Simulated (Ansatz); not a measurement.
**CHBSi (triplet): from Hartree-Fock to the top rungs, def2-QZVPP**

One table from this session's results is given with a row withheld; the runs are named, their logs left out.

Computed with Ansatz 0.2.0, Gaussian basis. Level: def2-QZVPP, core rule «outside noble gas», up to 7 orbitals frozen.

To be run: UHF; ROHF; CCSD(T) on UHF.

2 further runs of the same task are left out: 2 set aside as unsound or not needed.

## What is computed

The geometry is a PBE0/def2-TZVP stationary point (not a proven minimum).

4 atoms, charge 0, spin multiplicity 3.

Atoms are counted from 1 here; the program's logs count them from 0.

Bond lengths: B1–C2 1.470 Å, B1–Si3 2.018 Å, C2–Si3 1.745 Å, C2–H4 1.084 Å. Angles: C2–B1–Si3 57.5°, B1–C2–Si3 77.2°, B1–C2–H4 130.2°, Si3–C2–H4 152.6°, B1–Si3–C2 45.3°.

As a file:

```xyz
4
CHBSi
B     0.0000   -0.9058    0.9676
C     0.0000    0.5612    0.8684
Si    0.0000    0.0615   -0.8030
H     0.0000    1.3150    1.6480
```

The first run:

in.yaml reads:

```yaml
crystal:
  periodic: [false, false, false]
  atoms:
    - {symbol: B, position_ang: [0.000000, -0.905839, 0.967609]}
    - {symbol: C, position_ang: [0.000000, 0.561227, 0.868427]}
    - {symbol: Si, position_ang: [0.000000, 0.061485, -0.802988]}
    - {symbol: H, position_ang: [0.000000, 1.315005, 1.647998]}
basis:
  gaussian: {orbitals: "def2-QZVPP.json"}
magnetization: {spin_polarized: true, initial_magnetization: 2}
hamiltonian: {xc: hf}
output: {orbitals: {seedname: orbitals}}
```

Launch:

```
$ ansatz run in.yaml --threads 1 --pin off --events-out ev --progress --plain --max-ram 2393MiB
```

Steps of the session up to this table: UHF; ROHF; CCSD(T) on UHF.

One table of the session follows, with a row left open; its other results are not shown here.

| method | from UCCSD(T) (kcal/mol) |
| --- | --- |
| ROHF | +239.43 |
| UHF | ? |
| UMP2 | +27.83 |
| UCCSD | +14.55 |
| UCCSD(T) | 0 |

Q: Estimate the row for UHF from the others.

As computed: from UCCSD(T) (kcal/mol): +234.36. In the column «from UCCSD(T) (kcal/mol)» it lies between UMP2 (+27.83) and ROHF (+239.43).
